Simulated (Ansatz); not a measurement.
# AlBH2Na radical (SMILES [BH2][Al][Na]): one structure at several levels

An exercise on one series of results from a longer session: the logs are not shown, and one member is left open.

Computed with Ansatz 0.2.0, Gaussian basis. Level: single points in def2-TZVPP.

Cores are frozen in the correlated methods. The outer core shell of Li, Na, Mg and K is correlated. Orbitals are unrestricted.

**The system as given**

SMILES `[BH2][Al][Na]`, 5 atoms, charge 0, spin multiplicity 2.

Atoms are counted from 1 here; the program's logs count them from 0.

Bond lengths: B1–Al2 2.290 Å, B1–H4 1.265 Å, B1–H5 1.336 Å, Al2–Na3 2.533 Å. Angles: Al2–B1–H4 111.5°, Al2–B1–H5 120.3°, H4–B1–H5 128.2°, B1–Al2–Na3 168.5°.

Geometry (Å):

```
B    -0.8253    0.6870   -0.4307
Al    0.9985   -0.5067    0.2698
Na    2.7007   -2.0004    1.4038
H    -1.8780    0.3151    0.1641
H    -0.6958    1.6248   -1.3732
```

The first run:

Contents of run/in.yaml:

```yaml
crystal:
  periodic: [false, false, false]
  atoms:
    - {symbol: B, position_ang: [-0.825300, 0.687000, -0.430700]}
    - {symbol: Al, position_ang: [0.998500, -0.506700, 0.269800]}
    - {symbol: Na, position_ang: [2.700700, -2.000400, 1.403800]}
    - {symbol: H, position_ang: [-1.878000, 0.315100, 0.164100]}
    - {symbol: H, position_ang: [-0.695800, 1.624800, -1.373200]}
basis:
  gaussian: {orbitals: def2-TZVPP}
magnetization: {spin_polarized: true, initial_magnetization: 1}
correlation: {method: ccsd_t}
scf: {omitted_lower_state_checks: [cluster_reference]}
output: {forces: true}
```

No record of the launch command was kept for these runs.

Steps of the session up to this table: CCSD(T)/def2-TZVPP; PBE0-D4/def2-TZVPP; wB97M-V/def2-TZVPP; r2SCAN-D4/def2-TZVPP; PBE-D4/def2-TZVPP; r2SCANh-D4/def2-TZVPP; wB97X-V/def2-TZVPP.

One of the session's tables, all rows but one given; the rest of the session is left out.

| method | RMS force component (eV/Å) | angle to CCSD(T) forces (°) | dipole (D) |
| --- | --- | --- | --- |
| CCSD(T) | 1.155 | reference | 8.94 |
| PBE0-D4 | 1.173 | 1.9 | 8.59 |
| wB97M-V | ? | ? | ? |
| r2SCAN-D4 | 1.202 | 2.7 | 8.75 |
| PBE-D4 | 1.105 | 3.7 | 8.08 |
| r2SCANh-D4 | 1.214 | 2.1 | 8.84 |
| wB97X-V | 1.200 | 3.0 | 8.92 |

**Question.** Estimate the row for wB97M-V.

The run gave: RMS force component (eV/Å): 1.207; angle to CCSD(T) forces (°): 3.0; dipole (D): 9.11. In the column «RMS force component (eV/Å)» it lies between r2SCAN-D4 (1.202) and r2SCANh-D4 (1.214).
